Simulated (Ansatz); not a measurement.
Consider the isomerisation: `CC(Cl)/C=C/O` → `C=C(Cl)OCC`.

Isolated molecules relaxed with PBE0-D4/def2-TZVP in Ansatz; ΔE leaves out vibrations. CCSD(T)/CBS adds triple-zeta CCSD(T) − MP2 to the extrapolated MP2 energy (def2 sets, frozen cores). Each species was taken in one conformer, which may not be the lowest.

`CC(Cl)/C=C/O`:

Z-matrix (Å, degrees):
```
C
C 1 1.513
H 1 1.091 2 111.1
H 1 1.093 2 109.3 3 120.3
H 1 1.092 2 110.5 3 -120.5
Cl 2 1.824 1 108.1 3 56.2
C 2 1.479 1 113.6 3 178.4
H 2 1.091 1 110.5 3 -57.0
C 7 1.327 2 121.9 1 129.0
H 7 1.086 2 118.1 1 -51.0
O 9 1.353 7 122.4 2 -179.1
H 9 1.088 7 121.2 2 0.9
H 11 0.959 9 109.8 7 -179.8
```

`C=C(Cl)OCC`:

Cartesian coordinates in Å:
```
C -2.395 0.613 -0.647
C -1.472 0.255 0.230
Cl -1.689 0.572 1.936
O -0.371 -0.427 -0.092
C 0.884 0.106 0.337
C 1.967 -0.801 -0.181
H -3.317 1.075 -0.330
H -2.227 0.412 -1.697
H 0.899 0.160 1.429
H 0.988 1.123 -0.058
H 1.843 -1.811 0.213
H 1.948 -0.849 -1.271
H 2.944 -0.426 0.132
```

| species | CCSD/def2-TZVPP energy (Eh) |
| --- | --- |
| `CC(Cl)/C=C/O` | -691.13765 |
| `C=C(Cl)OCC` | -691.12215 |

Problem. Work out ΔE.

Solution. ΔE = (-691.12215) − (-691.13765) = 0.01550 Eh = +40.7 kJ/mol. CCSD(T)/CBS gives +43.3 kJ/mol.

Largest T1 diagnostic among the species: 0.011.
